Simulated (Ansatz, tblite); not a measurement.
# The cluster B₂H₃: rung by rung

How do method and basis change the picture of the cluster B₂H₃ (doublet)?

Program: Ansatz 0.2.0, Gaussian basis. Level of theory: as each input shows. These are calculated values, not measurements.

Levels to be run: GFN1-xTB, GFN2-xTB, PBE-D4/def2-TZVP, r2SCAN-D4/def2-TZVP, B97M-V/def2-TZVP, ωB97M-V/def2-TZVP, BHLYP-D4/def2-TZVP, LC-ωPBE/def2-TZVP, LDA/def2-TZVP, PBE+5HF/def2-TZVP, PBE+10HF/def2-TZVP, PBE+15HF/def2-TZVP, PBE+35HF/def2-TZVP, PBE+50HF/def2-TZVP, PBE-D4/def2-SVP, PBE0-D4/def2-SVP, HF/STO-3G, HF/6-31G, B3LYP-D4/6-31G, PBE0-D4/def2-TZVPD, PBE-D4/def2-TZVPD, r2SCAN-D4/def2-TZVPD, CCSD(T)/def2-TZVPP, MP2/def2-TZVP, RPA/def2-TZVP, CCSD(T)/def2-TZVPD.

## (1) The relaxed structure

The doublet was relaxed beforehand with B3LYP-D4/def2-TZVP. At that level it is the lowest of the isomers that a small search found.

5 atoms, charge 0, spin multiplicity 2.

Bond lengths: B1–B2 1.561 Å, B1–H4 1.195 Å, B1–H5 1.195 Å, B2–H3 1.177 Å. Angles: B2–B1–H4 120.9°, B2–B1–H5 120.9°, H4–B1–H5 118.3°, B1–B2–H3 180.0°.

PBE0-D4/def2-TZVP was run before; its log isn't repeated, and its numbers join the tables.

## (2) GFN1-xTB

Tight binding, by tblite at 300 K electronic temperature and without a spin-polarisation term:

```python
tblite.interface.Calculator('GFN1-xTB', numbers, positions, charge=0, uhf=1).singlepoint()
```

Energy -116.9618 eV; 0.002 s.

## (3) GFN2-xTB

Tight binding, by tblite at 300 K electronic temperature and without a spin-polarisation term:

```python
tblite.interface.Calculator('GFN2-xTB', numbers, positions, charge=0, uhf=1).singlepoint()
```

Energy -105.8085 eV; 0.001 s.

## (4) PBE-D4/def2-TZVP

start.molden holds the orbitals of an earlier run on this state, given as this run's starting guess.

File in.yaml:

```yaml
crystal:
  periodic: [false, false, false]
  atoms:
    - {symbol: B, position_ang: [0.473081, -0.297472, -0.255385]}
    - {symbol: B, position_ang: [-0.728723, 0.458450, 0.393348]}
    - {symbol: H, position_ang: [-1.634540, 1.028026, 0.882489]}
    - {symbol: H, position_ang: [1.090602, 0.190097, -1.155170]}
    - {symbol: H, position_ang: [0.799590, -1.379101, 0.134718]}
basis:
  gaussian: {orbitals: def2-TZVP, initial_orbitals: start.molden}
magnetization: {spin_polarized: true, initial_magnetization: 1}
hamiltonian: {xc: pbe, dispersion: d4}
scf: {omitted_lower_state_checks: [starts]}
output: {forces: true, orbitals: {seedname: orbitals}}
```

Run with:

```bash
$ ansatz run in.yaml --threads 4 --pin off --events-out ev --progress --plain --max-ram 3916MiB
```

The runs that follow: r2SCAN-D4/def2-TZVP; B97M-V/def2-TZVP; ωB97M-V/def2-TZVP; BHLYP-D4/def2-TZVP; LC-ωPBE/def2-TZVP; LDA/def2-TZVP; PBE+5HF/def2-TZVP; PBE+10HF/def2-TZVP; PBE+15HF/def2-TZVP; PBE+35HF/def2-TZVP; PBE+50HF/def2-TZVP; PBE-D4/def2-SVP; PBE0-D4/def2-SVP; HF/STO-3G; HF/6-31G; B3LYP-D4/6-31G; PBE0-D4/def2-TZVPD; PBE-D4/def2-TZVPD; r2SCAN-D4/def2-TZVPD; CCSD(T)/def2-TZVPP; MP2/def2-TZVP; RPA/def2-TZVP; CCSD(T)/def2-TZVPD.

**Question.** What will the summary of the whole plan be? Wanted: gap in def2-TZVP, named functionals, smallest and largest; gap over the share of exact exchange; correlation energy, CCSD(T)/def2-TZVPP; correlation energy, MP2/def2-TZVP; correlation energy, CCSD(T)/def2-TZVPD; binding an atom, CCSD(T)/def2-TZVPP; ⟨S²⟩ in def2-TZVP, named functionals, smallest and largest; PBE0 total energy, smallest basis above largest.

The runs gave:

| quantity | value |
| --- | --- |
| gap in def2-TZVP, named functionals, smallest and largest | 1.09 eV (LDA), 8.79 eV (LC-ωPBE) |
| gap over the share of exact exchange | 1.55 eV at 0, 5.75 eV at 0.5 |
| correlation energy, CCSD(T)/def2-TZVPP | -5.96 eV |
| correlation energy, MP2/def2-TZVP | -4.70 eV |
| correlation energy, CCSD(T)/def2-TZVPD | -5.83 eV |
| binding an atom, CCSD(T)/def2-TZVPP | 3.047 eV |
| ⟨S²⟩ in def2-TZVP, named functionals, smallest and largest | 0.752, 0.756 |
| PBE0 total energy, smallest basis above largest | 1.57 eV (def2-SVP, def2-TZVPD) |

**Reading.** Over the named functionals in def2-TZVP the gap runs from 1.09 eV (LDA) to 8.79 eV (LC-ωPBE); exact exchange widens it. Raising the share of exact exchange from 0 to 0.5 moves the HOMO by -2.06 eV and the LUMO by +2.13 eV. A small miss in a minimal or small basis is a cancelling of errors, not accuracy. The functionals in def2-TZVP miss CCSD(T)/def2-TZVPP by +0.111 (BHLYP-D4) to +0.476 eV (LDA) an atom. The reference is CCSD(T) in one finite basis, so it carries an error of its own, often a tenth of an eV or more, and near misses can't be ranked. Over the named functionals in def2-TZVP spin contamination reaches 0.01 (r2SCAN-D4), which is small.
